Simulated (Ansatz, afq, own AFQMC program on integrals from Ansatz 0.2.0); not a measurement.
Ga2SiH, doublet: AFQMC among the cluster methods

```xyz
4

Ga    0.0000   -0.4537    2.1899
Si    0.0000   -0.2100    0.0000
Ga    0.0000   -0.4537   -2.1900
H     0.0000    1.1175    0.0000
```

Connectivity, by distances: Ga–SiH–Ga.

Basis cc-pVDZ. Noble-gas cores (and the filled d shells of Ga–Kr and In–Xe) are frozen. Integrals, coupled cluster, full CI and functionals: Ansatz 0.2.0; the random walks run on the same integrals in our own AFQMC program. ph-AFQMC/CISD is guided by a CISD state made of CCSD amplitudes; releasing the constraint for a short imaginary time cuts its bias at the price of noise, slowly where states lie close. ± is one standard error of the sampling. No spin–orbit coupling.

Determinant: ROHF, the one that the program's search chose, which needn't be the lowest solution. The geometry is a point of a scan.

No full CI on the walks' own integrals is used here; CCSDT(Q) serves as the reference and is uncertain by about the last step of the cluster series.

Cautions: no relativity below Rb; no spin-orbit coupling; inner d shell frozen; a spin-contaminated unrestricted determinant lies lower (UHF 305 meV lower, ⟨S²⟩ 0.88); the search met a lower determinant of the same kind, perhaps of another symmetry (256 meV lower), and this one is a saddle point.

* T1 diagnostic: 0.0366
* weight of the determinant in the CISD state: 0.798
* size of the correlated space: 11 electrons in 44 orbitals

| level | correlation energy (eV) |
| --- | --- |
| MP2 | -5.5171 |
| CCSD | -6.3516 |
| CCSD(T) | -6.7245 |

Question: Estimate where AFQMC with the constraint released lies against CCSD(T) on the same integrals.

Answer: 7.1 ± 2.5 kJ/mol below CCSD(T).

Reference: CCSDT(Q), correlation energy -6.814 eV. The released energy is read at 2.40 1/Eh (meV from the phaseless value at times in 1/Eh: -22 ± 18 at 0.24, -41 ± 16 at 0.51, -60 ± 17 at 0.99, -78 ± 19 at 1.62, -77 ± 26 at 2.40).

```tsv
level	E − E(reference) (kJ/mol)	share of correlation (%)
CCSD(T)	8.6	98.69
CCSDT	4.0	99.39
ph-AFQMC/HF	26.7 ± 4.6	95.93
ph-AFQMC/CISD	9.0 ± 1.6	98.63
released AFQMC	1.5 ± 2.5	99.77
```

Released energies are given only where the last usable release times agree within the noise; a slower fall can still hide under it.
